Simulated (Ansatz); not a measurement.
These are PBE0-D4/def2-TZVP run with Ansatz (a quantum-chemistry and plane-wave program) values and carry that method's errors. No frequencies were computed at this level.

Ansatz 0.2 input:
```yaml
crystal:
  periodic: [false, false, false]
  atoms:
    - { symbol: O, position_ang: [0.481919, -0.000003, -0.000002] }
    - { symbol: H, position_ang: [-0.481919, 0.000003, 0.000002] }
basis:
  gaussian: { orbitals: def2-tzvp }
hamiltonian:
  xc: pbe0
  dispersion: d4
relax:
  max_steps: 150
magnetization:
  spin_polarized: true
  initial_magnetization: 1
```

Output:

```
Functional definition: PBE0
195 factors; their error is unknown
mean field evaluation 1: about -2058.4020 eV, gradient 1.8e1 eV
mean field evaluation 2: about -2058.0579 eV, gradient 2.1e1 eV
mean field evaluation 4: about -2059.5036 eV, gradient 5.7e-2 eV
mean field evaluation 8: about -2059.5066 eV, gradient 3.1e-3 eV
mean field -2059.50655228 eV, -75.6854698125 hartree, gradient 3.7e-5 eV, S^2 0.752568; 0 other end points of the search recorded, 0 dependent functions left out
reference -2059.50656401 eV, -75.6854702437 hartree; 5, 4 occupied and 32, 33 virtual orbitals, 195 factors
relax step   1: F+E_penalty+E_count = -2059.50812261 eV  Δ(F+E_penalty+E_count) = +0.000e0 eV  max|allowed force component| = 4.699e-1 eV/Å  Δτ_max = 0.0000 Å  (24 SCF iters, accepted)
these checks for a lower state are left out or cut short: starts, cluster_reference, orbital_swaps, neighbouring_geometries, increment
195 factors; their error is unknown
mean field evaluation 16: about -2059.5085 eV, gradient 1.5e-1 eV
mean field -2059.50857458 eV, -75.6855441308 hartree, gradient 6.1e-6 eV, S^2 0.752592; 0 other end points of the search recorded, 0 dependent functions left out
reference -2059.50858638 eV, -75.6855445646 hartree; 5, 4 occupied and 32, 33 virtual orbitals, 195 factors
relax step   2: F+E_penalty+E_count = -2059.51015127 eV  Δ(F+E_penalty+E_count) = -2.029e-3 eV  max|allowed force component| = 1.145e-1 eV/Å  Δτ_max = 0.0035 Å  (29 SCF iters, accepted)
these checks for a lower state are left out or cut short: starts, cluster_reference, orbital_swaps, neighbouring_geometries, increment
195 factors; their error is unknown
mean field -2059.50870476 eV, -75.6855489150 hartree, gradient 6.1e-6 eV, S^2 0.752600; 0 other end points of the search recorded, 0 dependent functions left out
reference -2059.50871659 eV, -75.6855493496 hartree; 5, 4 occupied and 32, 33 virtual orbitals, 195 factors
relax step   3: F+E_penalty+E_count = -2059.51028351 eV  Δ(F+E_penalty+E_count) = -1.322e-4 eV  max|allowed force component| = 2.432e-3 eV/Å  Δτ_max = 0.0011 Å  (31 SCF iters, accepted)
195 factors; their error is unknown
mean field evaluation 32: about -2059.5087 eV, gradient 1.5e-1 eV
mean field -2059.50870476 eV, -75.6855489150 hartree, gradient 6.1e-6 eV, S^2 0.752600; 1 other end points of the search recorded, 0 dependent functions left out
reference -2059.50871659 eV, -75.6855493496 hartree; 5, 4 occupied and 32, 33 virtual orbitals, 195 factors
Total energy: -2059.51029534 eV, -75.6856073675 hartree
Atom 0 at     0.486541    -0.000003    -0.000002 Å, force     0.002432    -0.000000    -0.000000 eV/Å
Atom 1 at    -0.486541     0.000003     0.000002 Å, force    -0.002432     0.000000     0.000000 eV/Å
Dipole moment:    -0.368206     0.000002     0.000002 e Å
```

Cost: roughly 1.3 core-seconds.
